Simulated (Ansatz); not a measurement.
Total energies of `F[SiH]F` radical.

```xyz
4

F     1.3796   -0.1926   -0.4945
Si    0.0058    0.4263    0.0187
F    -0.3241   -0.2536    1.4197
H    -1.0612    0.0199   -0.9439
```

Charge 0, multiplicity 2. Geometry: relaxed with PBE0-D4/def2-TZVP. Basis def2-TZVPP, Ansatz.

RPA on PBE orbitals: Hartree–Fock energy of these orbitals -488.53959 Eh, correlation -0.92924 Eh (frozen core).

| functional | energy without D4 (Eh) | D4 term (kJ/mol) |
| --- | --- | --- |
| LDA (SPW92) | -487.51664 | – |
| PBE | -489.61158 | -4.6 |
| revPBE | -489.81889 | -15.6 |
| r2SCAN | -489.84671 | -1.0 |
| PBE0 | -489.63783 | -3.8 |
| B3LYP | -489.97385 | -7.5 |
| r2SCAN0 | -489.81580 | -1.2 |
| HSE06 (plane-wave form) | -489.62337 | -3.5 |
| BHLYP | -489.88417 | -5.5 |
| LC-ωPBE | -489.75176 | – |
| ωB97X-V | -489.83282 | – |
| ωB97M-V | -489.88104 | – |
| B2PLYP | -489.73090 | – |
| PBE-QIDH | -489.53155 | – |

Problem. Give the same for BLYP, B97M-V, r2SCANh, CAM-B3LYP. (Best estimate.)

Solution. Computed: 
```
functional  energy without D4 (Eh)  D4 term (kJ/mol)
      BLYP              -489.93953             -10.6
    B97M-V              -489.80073                 –
   r2SCANh              -489.83401              -1.1
 CAM-B3LYP              -489.91802              -3.8
```

B3LYP takes the VWN-RPA correlation (the form of Gaussian; ORCA's B3LYP/G). HSE06 is the plane-wave form, built on full-range PBE exchange. The double hybrids freeze the cores in their second-order part.

LC-ωPBE has ω = 0.4 bohr⁻¹.
